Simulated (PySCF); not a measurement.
Reproducing measurements on dimethylsilane

**The experiment to reproduce.**

NIST CCCBDB Release 22 (SRD 101), experimental dipoles lists, for the gas: dipole moment (microwave Stark effect) 0.75 D.

The results are set against them at the end.

Compound: dimethylsilane, C₂H₈Si.
Numbering: `[CH3:1][SiH2:2][CH3:3]` (hydrogens: H4, H5, H6 on C1; H7, H8 on Si2; H9, H10, H11 on C3)

Structure used (GFN2-xTB), in Å, numbered top down from 1:
```
atom  x, y, z in Å
C1    -1.5404   -0.3689   -0.0363
Si2   -0.0112    0.7476   -0.1773
C3     1.5490   -0.2735    0.1814
H4    -2.4511    0.1808   -0.2550
H5    -1.4860   -1.2030   -0.7306
H6    -1.6402   -0.7813    0.9640
H7     0.0722    1.3068   -1.5339
H8    -0.1126    1.8468    0.7928
H9     1.5143   -0.7181    1.1723
H10    2.4392    0.3464    0.1320
H11    1.6721   -1.0810   -0.5354
```

The PySCF runs (gas phase, on this GFN2-xTB geometry; no spin–orbit coupling):

| level | job | basis functions | wall time |
| --- | --- | --- | --- |
| PBE0/def2-SVPD | 8 singlets by full TDDFT, 3 Tamm–Dancoff triplets, polarisability | 128 | 7.6 s |

Hardware: one thread of an Arm Neoverse V1, no GPU (shared host).

Results beside the measurements:

**Dipole moment.** Measured: 0.75 D (NIST CCCBDB Release 22 (SRD 101), experimental dipoles).

```json
{"level": "PBE0/def2-SVPD", "computed (D)": "0.61", "computed − measured (D)": "-0.14", "% (from the printed values)": "-19"}
```

The computed dipoles belong to one fixed geometry; measured ones are averaged over vibrations unless marked μe. Magnitudes are compared, not signs.

The geometry is computed, not the measured one. Where a level misses, the cause wasn't examined.
